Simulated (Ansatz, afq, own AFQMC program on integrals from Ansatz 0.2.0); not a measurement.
**AFQMC, coupled cluster and functionals along a coordinate of SbH⁺, quartet**

```xyz
2

Sb    0.0000    0.0000    0.0000
H     0.0000    0.0000    1.8710
```

The Sb1–H2 distance is changed with both sides rigid. Energies in eV count from this geometry (1.871 Å) at the same level; the start stands on UHF, each point on the determinant named.

Basis def2-TZVP with its core potentials. Only valence electrons are correlated. Integrals, coupled cluster, full CI and functionals: Ansatz 0.2.0; the random walks run on the same integrals in our own AFQMC program. The CISD trial takes its coefficients from CCSD amplitudes. Released means that phaseless walkers are propagated on without the constraint, phases kept. ± is one standard error of the sampling. No spin–orbit coupling.

Cautions, each for one point or more: inner d shell frozen; lower spins were not checked; no spin-orbit coupling; the ph-AFQMC/CISD walk drifts between its halves.

```
r(Sb1–H2) / Å  det.     T1  weight  ⟨S²⟩    MP2   CCSD  CCSD(T)
        1.718   UHF  0.021    0.94  3.77  0.002  0.015    0.015
        2.108   UHF  0.022    0.94  3.77  0.123  0.143    0.147
        2.614   UHF  0.014    0.95  3.76  0.404  0.477    0.491
        3.392   UHF  0.008    0.95  3.76  0.649  0.736    0.754
        5.100   UHF  0.007    0.95  3.76  0.716  0.803    0.823
```

Estimate the curve of full CI, counted from the same start.


| r(Sb1–H2) / Å | det. | T1 | weight | ⟨S²⟩ | FCI | ph-AFQMC/CISD | released AFQMC | CCSDT(Q) |
| --- | --- | --- | --- | --- | --- | --- | --- | --- |
| 1.718 | UHF | 0.021 | 0.94 | 3.77 | 0.016 | 0.015 ± 0.001 | 0.016 ± 0.0007 | 0.016 |
| 2.108 | UHF | 0.022 | 0.94 | 3.77 | 0.147 | 0.147 ± 0.001 | 0.148 ± 0.0008 | 0.147 |
| 2.614 | UHF | 0.014 | 0.95 | 3.76 | 0.494 | 0.495 ± 0.001 | – | 0.494 |
| 3.392 | UHF | 0.008 | 0.95 | 3.76 | 0.760 | 0.756 ± 0.001 | – | 0.759 |
| 5.100 | UHF | 0.007 | 0.95 | 3.76 | 0.829 | 0.828 ± 0.001 | 0.829 ± 0.0006 | 0.829 |

Weight is that of the determinant in the CISD state; at the start T1 is 0.022 and the weight 0.94, and ⟨S²⟩ is 3.77. A dash marks a missing value, a released energy that hasn't settled or a functional that sits on another state. Largest departures from full CI: CCSD(T) -0.005 eV at 5.100 (on UHF), ph-AFQMC/CISD -0.003 eV at 3.392 (on UHF), released AFQMC 0.001 eV at 2.108 (on UHF) (within the noise), CCSDT(Q) 0.000 eV at 5.100 (on UHF), MP2 -0.113 eV at 5.100 (on UHF), CCSD -0.025 eV at 5.100 (on UHF).

CCSDT and higher add their correlation energy to the determinant of the CCSD(T) run, since their own runs factorise the integrals more tightly (a shift of under 2 meV). A walk keeps the symmetry of its determinant, which the program's search chose and which needn't be the lowest solution, so a lower state of the same spin and another symmetry isn't excluded. Released energies are given only where the last usable release times agree within the noise; a slower fall can still hide under it.
